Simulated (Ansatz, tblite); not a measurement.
Cost and result up the ladder for the cluster P4⁻ (4 atoms). The state is a doublet with charge -1. Geometry: B3LYP-D4/def2-TZVPD.

Cartesian coordinates in Å:
```
P -0.945 0.841 -0.099
P 0.040 -0.706 1.053
P 1.261 0.915 0.151
P -0.357 -1.050 -1.105
```

Ansatz on 4 threads of Arm Neoverse V1 on a shared host; xTB runs through tblite on one thread. Times are rough, summed over both states, and most runs start from the orbitals of an earlier one. CCSD(T)/def2-TZVPPD serves as the yardstick here, not as an exact answer. Differences are given only for rows in sets of like size (and for xTB, whose basis is part of the method), since another set adds its own error. The other state is a quartet at its own geometry, which has other bonds, so the gap mixes isomer and spin.

The xTB rows come from tblite. Correlated methods freeze 20 core orbitals. The structure comes from a short search, and lower isomers may exist.

Correlated methods converge slowly with the basis.

xTB has no spin-polarisation term.

```json
{"level": "GFN1-xTB", "functions": "36", "wall time": "0.008 s", "quartet − doublet (eV)": "1.25", "difference from CCSD(T)/def2-TZVPPD (eV)": "0.15", "remarks": "–"}
{"level": "GFN2-xTB", "functions": "36", "wall time": "0.008 s", "quartet − doublet (eV)": "1.31", "difference from CCSD(T)/def2-TZVPPD (eV)": "0.21", "remarks": "–"}
{"level": "HF/STO-3G", "functions": "36", "wall time": "0.4 s", "quartet − doublet (eV)": "-0.36", "difference from CCSD(T)/def2-TZVPPD (eV)": "–", "remarks": "HOMO above zero (doublet), HOMO above zero (quartet)"}
{"level": "LDA (SPW92)/def2-TZVPD", "functions": "172", "wall time": "2.6 s", "quartet − doublet (eV)": "1.37", "difference from CCSD(T)/def2-TZVPPD (eV)": "0.27", "remarks": "HOMO above zero (doublet), HOMO above zero (quartet)"}
{"level": "PBE-D4/def2-TZVPD", "functions": "172", "wall time": "4.7 s", "quartet − doublet (eV)": "1.13", "difference from CCSD(T)/def2-TZVPPD (eV)": "0.02", "remarks": "HOMO above zero (doublet), HOMO above zero (quartet)"}
{"level": "revPBE-D4/def2-TZVPD", "functions": "172", "wall time": "4.8 s", "quartet − doublet (eV)": "1.08", "difference from CCSD(T)/def2-TZVPPD (eV)": "-0.03", "remarks": "HOMO above zero (doublet), HOMO above zero (quartet)"}
{"level": "MP2/def2-TZVPD", "functions": "172", "wall time": "5 s", "quartet − doublet (eV)": "1.48", "difference from CCSD(T)/def2-TZVPPD (eV)": "0.37", "remarks": "–"}
{"level": "RPA@PBE/def2-TZVPD", "functions": "172", "wall time": "6.7 s", "quartet − doublet (eV)": "1.07", "difference from CCSD(T)/def2-TZVPPD (eV)": "-0.04", "remarks": "–"}
{"level": "PBE0-D4/def2-TZVPD", "functions": "172", "wall time": "7.8 s", "quartet − doublet (eV)": "1.03", "difference from CCSD(T)/def2-TZVPPD (eV)": "-0.07", "remarks": "HOMO above zero (doublet)"}
{"level": "BHLYP-D4/def2-TZVPD", "functions": "172", "wall time": "8.4 s", "quartet − doublet (eV)": "0.76", "difference from CCSD(T)/def2-TZVPPD (eV)": "-0.35", "remarks": "–"}
{"level": "CAM-B3LYP-D4/def2-TZVPD", "functions": "172", "wall time": "8.6 s", "quartet − doublet (eV)": "0.85", "difference from CCSD(T)/def2-TZVPPD (eV)": "-0.25", "remarks": "–"}
{"level": "r2SCAN-D4/def2-TZVPD (with forces)", "functions": "172", "wall time": "13 s", "quartet − doublet (eV)": "1.02", "difference from CCSD(T)/def2-TZVPPD (eV)": "-0.08", "remarks": "HOMO above zero (doublet), HOMO above zero (quartet)"}
{"level": "B97M-V/def2-TZVPD", "functions": "172", "wall time": "18 s", "quartet − doublet (eV)": "1.24", "difference from CCSD(T)/def2-TZVPPD (eV)": "0.13", "remarks": "HOMO above zero (doublet), HOMO above zero (quartet)"}
{"level": "CCSD(T)/def2-TZVPPD", "functions": "192", "wall time": "62 s", "quartet − doublet (eV)": "1.11", "difference from CCSD(T)/def2-TZVPPD (eV)": "0.00", "remarks": "–"}
```
